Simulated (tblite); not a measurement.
Species: C3H4NS (doublet state).
Numbering: `[CH3:1][C:2](=[S:3])[CH:4]=[N:5]` (hydrogens: H6, H7, H8 on C1; H9 on C4)
Bond orders are those of one Lewis drawing.

Computed with GFN2-xTB (tblite), gas phase: L-BFGS steps from a force-field or distance-geometry start until the largest atomic force falls under 0.01 eV/Å.

Geometry at step 0:
```
atom  x, y, z in Å
C1     -1.1618   -0.0111    0.0781
C2      0.2055    0.4099   -0.2710
S3      0.4892    1.7830   -1.1006
C4      1.3937   -0.3527    0.1072
N5      1.2243   -1.4493    0.7838
H6     -1.8373    0.1613   -0.8086
H7     -1.1519   -1.0707    0.3836
H8     -1.5570    0.5987    0.9329
H9      2.4088   -0.0631   -0.1306
```

**Question.** Give the atomic forces at this geometry.

**Answer.** 
| atom | Fx (eV/Å) | Fy (eV/Å) | Fz (eV/Å) |
| --- | --- | --- | --- |
| C1 | -0.735 | -0.155 | 0.015 |
| C2 | 0.620 | 0.814 | -0.436 |
| S3 | -0.134 | 0.294 | -0.167 |
| C4 | -0.914 | -4.161 | 2.617 |
| N5 | 0.509 | 3.043 | -1.901 |
| H6 | 0.590 | -0.210 | 0.969 |
| H7 | -0.117 | 0.408 | -0.130 |
| H8 | 0.349 | -0.452 | -0.725 |
| H9 | -0.168 | 0.419 | -0.242 |

The largest, 5.00 eV/Å, acts on C4; the rms over all components is 1.258 eV/Å. The forces sum to zero within rounding, as they must for an isolated molecule in no field.

**Question.** Give the force on C4 in Eh/bohr and in nN.

**Answer.** 5.000 eV/Å ÷ 51.422 = 0.09723 Eh/bohr, and 5.000 eV/Å × 1.602 = 8.01 nN.

**Question.** How far is this geometry from the end of the optimisation?

**Answer.** 0.310 eV above it, and 0.265 Å rms away after alignment. The bonds farthest from their final lengths, with half the difference of the two atoms' forces along the bond (positive lengthens):

```csv
bond,now (Å),final (Å),force along bond (eV/Å)
C4=N5,1.300,1.224,-4.31
C1–H6,1.128,1.087,-0.78
C2–C4,1.462,1.499,+1.07
C1–H8,1.122,1.092,-0.55
C2=S3,1.629,1.617,-0.35
C4–H9,1.082,1.094,+1.28
```

The angle farthest from its final value is C2–C4–H9, 124.5° against 113.2°.

Of the 6 listed bonds off by 0.010 Å or more, this force points towards the final length in 6.

Run on one thread of an Arm Neoverse N1 (shared host).
